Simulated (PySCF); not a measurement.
NO2, SMILES O=N[O] (connectivity only; charge and spin as stated), charge -1, multiplicity 1. Atoms are numbered in the order given.

```xyz
3

O      0.0000     1.0699     0.2020
N      0.0000     0.0000    -0.4616
O      0.0000    -1.0699     0.2020
```
Charge -1, spin multiplicity 1.

The structure is a stationary point at r2SCAN-D4/def2-TZVPD. The multiplicity is an assumed one; other spin states were not compared. The isomer is the one that the SMILES or the coordinates give; other isomers of the formula were not compared.

Two levels are set side by side: PBE/pcSseg-2 (PySCF) and HF/pcSseg-2 (PySCF). GIAO shifts against H2O (¹⁷O), NH3 (¹⁵N) at the same level; non-relativistic, no solvent, atoms listed together averaged. Differences are taken from unrounded values.

```json
[
 {"quantity": "δ(¹⁷O) of O1, O3 (ppm)", "HF": "843.7"},
 {"quantity": "δ(¹⁵N) of N2 (ppm)", "HF": "909.4"}
]
```

Task: What does PBE give, and how far is it from HF? (An estimate is asked for; the answer gives what the named calculation found.)

Result: 
```csv
quantity,PBE,PBE minus HF
"δ(¹⁷O) of O1, O3 (ppm)",772.4,-71.3
δ(¹⁵N) of N2 (ppm),663.3,-246.1
```

Rough cost on one machine, each run with all the roots and properties that it gave: HF against PBE within a factor of 2.
